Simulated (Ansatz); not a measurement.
Total energies of cyclo-(PH)3 (P3H3) from Ansatz at PBE-D4/def2-TZVP, gas phase (1 Eh = 27.2114 eV = 2625.5 kJ/mol). The reference geometry is relaxed at PBE0-D4/def2-TZVP.

| atom | x (Å) | y (Å) | z (Å) |
| --- | --- | --- | --- |
| P1 | -0.952 | -0.096 | -0.894 |
| P2 | 1.176 | -0.446 | -0.364 |
| P3 | -0.025 | 1.009 | 0.770 |
| H4 | -1.507 | -1.080 | -0.032 |
| H5 | 0.949 | -1.484 | 0.580 |
| H6 | 0.360 | 2.098 | -0.060 |

| state | geometry | energy (Eh) |
| --- | --- | --- |
| charge 0 singlet | reference | -1025.43641 |
| charge 1 doublet | reference | -1025.09251 |
| charge 1 doublet | relaxed at PBE0-D4/def2-TZVP | -1025.10340 |
| free P atom (quartet) | – | -341.10299 |
| free H atom (doublet) | – | -0.49962 |

Problem. Work out the vertical ionisation energy to the doublet.

Solution. E(charge 1 doublet) − E(charge 0 singlet) = -1025.09251 − (-1025.43641) = 0.34390 Eh = 9.36 eV. For comparison, −ε of the highest occupied level is 6.43 eV at this level, 2.93 eV less.

Problem. How much does the charge 1 doublet relax, and what is the adiabatic ionisation energy?

Solution. Relaxation: -1025.09251 − (-1025.10340) = 0.01089 Eh = 0.30 eV. Adiabatic ionisation energy: 0.33301 Eh = 9.06 eV, without zero-point energy. 

Problem. What is the binding energy per atom against free atoms?

Solution. Atoms: 3 × (-341.10299) + 3 × (-0.49962) = -1024.80783 Eh. Binding: -1024.80783 − (-1025.43641) = 0.62858 Eh = 17.10 eV, or 2.85 eV for each of 6 atoms (no zero-point energy, no counterpoise term).
